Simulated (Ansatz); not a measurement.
Born–Oppenheimer molecular dynamics of FH$_{5}$OSi (8 atoms, charge 0, multiplicity 1). It starts at the highest image of a converged band, a first-order saddle point between two minima.

Method: RKS BLYP/6-31G* in Ansatz 0.2.0.

```json
{
 "ensemble": "NVE (velocity Verlet)",
 "time step": "0.5 fs",
 "steps asked": "200",
 "starting velocities drawn for": "300 K",
 "seed": "2848"
}
```

First frame:

```xyz
8
Properties=species:S:1:pos:R:3
Si -0.223 0.065 -0.142
F -0.191 0.662 1.746
H 1.030 -0.694 0.166
H -0.099 1.475 -0.602
H -0.691 -0.666 -1.388
O -1.869 -0.308 0.716
H -2.121 -1.257 0.714
H -1.287 0.093 1.633
```

(1) How far do the bonds stretch over the last three quarters of this one trajectory? (Pairs bonded in most of those frames.)

Results:

(1) 
```csv
bond,mean (Å),spread (Å),shortest,longest
Si1–H3,1.492,0.027,1.45,1.53
Si1–H4,1.494,0.014,1.47,1.52
Si1–H5,1.508,0.025,1.47,1.54
Si1–O6,1.709,0.031,1.66,1.76
F2–H8,0.961,0.033,0.91,1.02
O6–H7,0.979,0.011,0.96,1.00
```

Mean temperature of the second half: 828 K. The conserved energy stayed within 0.12 meV per atom of its start (net change 0.085 meV per atom), so the integration is sound. The kinetic energy rose, since the run started high on the potential surface and went downhill. It ends in pieces (FH + H4OSi), so much of that is their flight and rotation, not heat. A run of 0.1 ps of so small a system gives no equilibrium averages. The orbitals stay closed-shell, which can raise the energy where a bond breaks towards radicals; this wasn't checked here.

The run took 4.8 min on 1 thread of Arm Neoverse V1, with other jobs on the host, peak memory 0.098 GiB.
